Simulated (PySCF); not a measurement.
**Which determinant of BH lies lowest?**

Unrestricted PBE0; PySCF, no relativity, basis sets B 6-31G(d,p), H 6-31G(d,p). Outer shells of the fragments: B 2s2 2p1; H 1s1.

Followed along the bond (rough minima from three points):

| 2Ms+1 | unpaired | ⟨S²⟩ at the start | R at minimum (Å) | Te (eV) |
| --- | --- | --- | --- | --- |
| 1 | none | 0.00 | 1.25 | 0.00 |
| 3 | σ ↑, π ↑ | 2.00 | 1.20 | 0.88 |
| 1 | σ ↑, π ↓ | 1.01 | 1.21 | 1.60 |

Solutions found at the starting distance of 1.135 Å, counted from the lowest of them; the search is not exhaustive and high or unbound solutions are not listed, so other states can lie among these:

```csv
2Ms+1,unpaired,term,E (eV),⟨S²⟩,⟨Lz²⟩,μ (D)
1,none,¹Σ⁺,0.00,0.00,0.00,1.62
3,"σ ↑, π ↑",³Π,0.78,2.00,1.00,0.20
1,"σ ↑, π ↓",mixed,1.51,1.01,1.00,0.52
3,π ↑↑,³Σ⁻,3.99,2.10,0.00,-0.80
1,π ↑↓,mixed,4.61,1.00,2.00,-0.88
1,none,mixed,5.82,0.00,2.00,-0.91
```

A term symbol is given only where ⟨S²⟩ and ⟨Lz²⟩ are close to those of a pure state; real π, δ and φ orbitals otherwise mix terms. A positive dipole means B(−)H(+).

Compare the gap between the two lowest followed solutions at the starting distance with the gap between their minima.

At PBE0 the second solution (triplet, unpaired electrons σ ↑, π ↑) lies +0.78 eV from the first (singlet, closed shell) at 1.135 Å and +0.88 eV at the minima; the two curves relax by different amounts, since their minima lie near 1.20 and 1.25 Å.

The measured ground state is X ¹Σ+ (Huber and Herzberg, Constants of Diatomic Molecules (1979)).

Counting both spins, an empty level lies below a filled one in some of these solutions, because spin and occupation are held.
